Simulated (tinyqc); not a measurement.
Inside a calculation. Method: coupled-perturbed Hartree-Fock on RHF in the sto-3g basis, for H2O, spin multiplicity 1. One step of it, computed by the program tinyqc.

Question. Orthogonalisation. S = U s U^T; symmetric (Loewdin) form X = U s^(-1/2) U^T, so that X^T S X = 1.

overlap S, order 1O 1s, 1O 2s, 1O 2px, 1O 2py, 1O 2pz, 2H 1s, 3H 1s:
```
[[1.000000, 0.236704, 0.000000, 0.000000, 0.000000, 0.057856, 0.057856],
 [0.236704, 1.000000, 0.000000, 0.000000, 0.000000, 0.494229, 0.494229],
 [0.000000, 0.000000, 1.000000, 0.000000, 0.000000, 0.000000, 0.000000],
 [0.000000, 0.000000, 0.000000, 1.000000, 0.000000, 0.297395, -0.297395],
 [0.000000, 0.000000, 0.000000, 0.000000, 1.000000, 0.272612, 0.272612],
 [0.057856, 0.494229, 0.000000, 0.297395, 0.272612, 1.000000, 0.309082],
 [0.057856, 0.494229, 0.000000, -0.297395, 0.272612, 0.309082, 1.000000]]
```

Give: eigenvalues of S; X.

Answer.

eigenvalues of S: [0.3232, 0.3974, 0.8788, 1.0000, 1.1009, 1.2935, 2.0061]

X, order 1O 1s, 1O 2s, 1O 2px, 1O 2py, 1O 2pz, 2H 1s, 3H 1s:
```
[[1.0243, -0.1446, 0.0000, 0.0000, -0.0118, 0.0221, 0.0221],
 [-0.1446, 1.2682, 0.0000, 0.0000, 0.1332, -0.3100, -0.3100],
 [0.0000, 0.0000, 1.0000, 0.0000, 0.0000, 0.0000, 0.0000],
 [0.0000, 0.0000, 0.0000, 1.1109, 0.0000, -0.2347, 0.2347],
 [-0.0118, 0.1332, 0.0000, 0.0000, 1.0720, -0.1682, -0.1682],
 [0.0221, -0.3100, 0.0000, -0.2347, -0.1682, 1.2375, -0.1172],
 [0.0221, -0.3100, 0.0000, 0.2347, -0.1682, -0.1172, 1.2375]]
```
